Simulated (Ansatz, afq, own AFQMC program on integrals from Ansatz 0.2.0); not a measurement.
## CH₂Ge, triplet: AFQMC among the cluster methods

```yaml
atoms:
  - { symbol: Ge, position_ang: [0.0000, -0.0446, 0.2902] }
  - { symbol: C, position_ang: [0.0000, 0.1823, -1.6010] }
  - { symbol: H, position_ang: [0.0000, 1.5086, 0.6403] }
  - { symbol: H, position_ang: [0.0000, -0.4689, -2.4762] }
```

Connectivity, by distances: GeH–CH.

Basis cc-pVDZ. Only valence electrons are correlated. Ansatz 0.2.0 and our own AFQMC program on the same integrals; the CISD trial comes from CCSD amplitudes, and released means the phaseless constraint is let go. ± is one standard error of the sampling. No spin–orbit coupling.

Determinant: UHF, the one that the program's search chose, which needn't be the lowest solution. The geometry is a point of a scan.

No full CI on the walks' own integrals is used here; CCSDT(Q) serves as the reference and is uncertain by about the last step of the cluster series.

Cautions: no relativity below Rb; no spin-orbit coupling; inner d shell frozen; lower spins were not checked; the determinant is a saddle point among determinants of its kind; the ph-AFQMC/CISD walk drifts between its halves (2.1 errors).

The T1 diagnostic is 0.0335, the weight of the determinant in the CISD state is 0.863 and the ⟨S²⟩ of the determinant is 2.022. The size of the correlated space is 10 electrons in 36 orbitals.

Reference: CCSDT(Q), correlation energy -5.680 eV. The released energy is read at 2.40 1/Eh (meV from the phaseless value at times in 1/Eh: -1 ± 13 at 0.24, -8 ± 12 at 0.51, -4 ± 9 at 0.99, -26 ± 10 at 1.62, -22 ± 18 at 2.40).

| level | E − E(reference) (meV) | share of correlation (%) |
| --- | --- | --- |
| HF | 5679.9 | 0.00 |
| MP2 | 1262.1 | 77.78 |
| CCSD | 217.4 | 96.17 |
| CCSD(T) | 55.2 | 99.03 |
| CCSDT | 11.7 | 99.79 |
| ph-AFQMC/HF | 37.9 ± 46.0 | 99.33 |
| ph-AFQMC/CISD | 11.8 ± 14.9 | 99.79 |
| released AFQMC | -10.1 ± 18.2 | 100.18 |

A walk keeps the symmetry of its determinant, which the program's search chose and which needn't be the lowest solution, so a lower state of the same spin and another symmetry isn't excluded. Released energies are given only where the last usable release times agree within the noise; a slower fall can still hide under it.
